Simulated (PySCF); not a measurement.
Atoms are numbered as in `[CH:1]1=[N:2][CH2:3][CH2:4][O:5]1` (H(Xn): hydrogen on atom n).

GIAO PBE0/pcSseg-1 shifts (PySCF 2.14, gas phase, non-relativistic, equivalent atoms averaged), each against references optimised in the same way as the molecule (TMS, NH3, H2O).

On the GFN2-xTB geometry: C1 160.8, C4 67.5, C3 58.0, N2 258.8, O5 177.8, H(C1) 6.45, H(C4) 4.21, H(C3) 4.10 ppm.

Question: What changes on the PBE0-D3(BJ)/def2-SVP geometry?

Answer: 
```tsv
atoms	δ (ppm)	change
C1	160.4	-0.4
C4	66.4	-1.1
C3	56.2	-1.8
N2	256.8	-2.0
O5	181.4	+3.6
H(C1)	6.35	-0.10
H(C4)	3.96	-0.25
H(C3)	3.83	-0.27
```

Bonds between heavy atoms that differ most (equivalent bonds averaged): N2–C3 1.449 → 1.458 Å, C3–C4 1.551 → 1.544 Å, C1–N2 1.257 → 1.264 Å, C4–O5 1.429 → 1.433 Å. Mean change of bonds to hydrogen: C–H +0.011 Å.
